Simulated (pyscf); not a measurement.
H₂N–SiH₃ + NH₂• → •HN–SiH₃ + NH₃ (hydrogen abstraction; doublet surface; H–N broken, H–N formed). Single points on ωB97X-D3(BJ)/def2-SVP structures (PySCF, gas phase). Energies in eV from the separated reactants.

```
level                   barrier  reaction energy
----------------------  -------  ---------------
ωB97X-D3(BJ)/def2-TZVP     0.45            +0.10
PBE/def2-TZVP             -0.05            +0.01
B3LYP-D3(BJ)/def2-TZVP     0.24            +0.07
PBE0-D3(BJ)/def2-TZVP      0.24            +0.08
ωB97M-D3(BJ)/def2-TZVP     0.45            +0.09
HF/def2-TZVP               1.47            +0.18
```

On the reactant side the descent ends in a complex, 0.19 eV under the separated species and 0.64 eV under the saddle at ωB97X-D3(BJ)/def2-TZVP. At PBE the saddle lies under the separated reactants, which points to a path from their complex (located at ωB97X-D3(BJ) alone). At PBE this geometry lies under the product side: in single points on another level's saddle the reverse barrier vanishes, and the forward threshold there is about the reaction energy. The same reactants have a lower exit, to H₂N–SiH₂• + NH₃ (barrier +0.19 eV at ωB97M-D3(BJ)/def2-TZVP, against +0.45 eV here). •HN–SiH₃ lies 0.90 eV over its isomer H₂N–SiH₂• (electronic energy, ωB97M-D3(BJ)/def2-TZVP). One saddle was located; it need not be the lowest between these sides. The angle at the transferred H is 150°.
